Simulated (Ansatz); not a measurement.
Relaxation of CH5Cl (7 atoms, charge 0, multiplicity 1), to a largest force component of 0.02 eV/Å in at most 40 steps.

Computed with RKS B3LYP/def2-SVP (Ansatz).

```xyz
7
Properties=species:S:1:pos:R:3:forces:R:3
H 0.132 -0.266 -2.967 -0.23 0.45 0.30
H -0.174 0.332 -2.574 0.23 -0.45 -0.31
C -0.090 0.060 1.020 0.13 -0.11 0.11
Cl 1.070 -0.799 2.055 0.33 -0.24 0.29
H 0.041 1.126 1.175 -0.03 0.43 -0.02
H -1.092 -0.247 1.304 -0.42 -0.05 0.03
H 0.114 -0.206 -0.013 -0.01 -0.03 -0.40
```

Task: Where does it end, and by what steps?

Result: It converged. The force dipped under the threshold on the way, but the program's further checks kept it going. After 14 steps the energy has fallen by 0.022 eV; H2 moved furthest, 0.33 Å.

```csv
step,energy less start (eV),largest force component (eV/Å),accepted
0,0.0000,0.451,yes
1,-0.0186,0.115,yes
2,-0.0201,0.043,yes
3,-0.0204,0.019,yes
4,-0.0206,0.119,yes
5,-0.0210,0.057,yes
6,-0.0214,0.004,yes
7,-0.0215,0.021,yes
8,-0.0214,0.157,no
9,-0.0217,0.014,yes
10,-0.0126,0.685,no
11,-0.0218,0.022,yes
12,-0.0214,0.188,no
13,-0.0218,0.059,no
14,-0.0218,0.002,yes
```

```xyz
7
Properties=species:S:1:pos:R:3
H 0.158 -0.311 -2.992
H -0.187 0.362 -2.907
C -0.091 0.063 1.100
Cl 1.104 -0.843 2.086
H 0.032 1.137 1.290
H -1.102 -0.256 1.384
H 0.086 -0.152 0.038
```

Whether the end is a true minimum wasn't checked by a vibrational analysis.

The run took 8.6 s on 1 thread of Intel(R) Xeon(R) 6975P-C (Granite Rapids) (shared host), peak memory 0.11 GiB.
